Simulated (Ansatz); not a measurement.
# AlH (SMILES [AlH]): the electronic atomisation energy, rung by rung

AlH has 2 atoms, charge 0, and is taken as a singlet. SMILES: `[AlH]`. Geometry: a GFN2-xTB relaxation, a rough one for these elements and not checked as a minimum.

```xyz
2

Al    0.0000    0.0000    0.0000
H     0.0000    0.0000    1.6135
```

Quantity: the electronic atomisation energy, in eV. The values are calculated. Electronic energies at fixed atoms, without zero-point motion or spin-orbit coupling.

```
          level                    kind  program  value (eV)  less FCI/cc-pVTZ  CPU time (all runs)
  SVWN5/cc-pVTZ                     LDA   Ansatz        3.32             +0.21                2.1 s
    PBE/cc-pVTZ                     GGA   Ansatz        2.97             -0.14                3.1 s
  BHLYP/cc-pVTZ           global hybrid   Ansatz        3.09             -0.02                2.8 s
wB97M-V/cc-pVTZ  range-separated hybrid   Ansatz        3.22             +0.11                 15 s
 B2PLYP/cc-pVTZ           double hybrid   Ansatz        3.09             -0.02                3.1 s
RPA@PBE/cc-pVTZ                     RPA   Ansatz        3.03             -0.08                5.1 s
BCCD(T)/cc-pVTZ   coupled cluster or CI   Ansatz        3.11              0.00                2.9 s
      FCI/3-21G      exact in the basis   Ansatz        2.48             -0.63               0.42 s
    FCI/cc-pVTZ      exact in the basis   Ansatz        3.11              0.00                3.1 s
```

FCI/cc-pVTZ is exact within its basis and frozen core, so for wave-function methods in that basis the difference is their error; functionals converge differently with the basis, so for them it is only a difference. The values span 2.48 to 3.32 eV. High-level rows in very small sets aren't better than simpler rows in larger ones. Without the sets that lack polarisation functions the rows with a basis span only 2.97 to 3.32 eV. Times are those of the runs behind each value, whatever else they computed, on shared processors of several kinds: orders of magnitude only.
